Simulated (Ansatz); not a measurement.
## 2H WSe2

These are LDA (Ansatz, a first-principles code, PAW) values and carry that method's errors.

Run with plane-wave cutoff 500 eV, 12×12×4 k mesh (along the axes of the cell as run), gaussian smearing 0.02 eV, no spin polarisation, scalar-relativistic PAW data made under PBE.

Cell (relaxed at this level):

```
WSe2
1.0
    1.62496    -2.81451     0.00000
    1.62496     2.81451     0.00000
    0.00000     0.00000    12.81945
W Se
2 4
Direct
  0.33333   0.66667   0.25000
  0.66667   0.33333   0.75000
  0.33333   0.66667   0.61998
  0.66667   0.33333   0.11998
  0.66667   0.33333   0.38002
  0.33333   0.66667   0.88002
```

```
Quantity                       Result
--------  ---------------------------
band gap  0.89 eV (on the SCF k mesh)
```

Measured, for comparison: band gap 1.2 eV (room temperature, not corrected to a static lattice, bulk 2H; as tabulated in Bastos et al. (2019), arXiv:1903.08112).

Spin–orbit coupling is not included.

Computed values are for the static lattice.

The result took roughly 4 core-minutes.
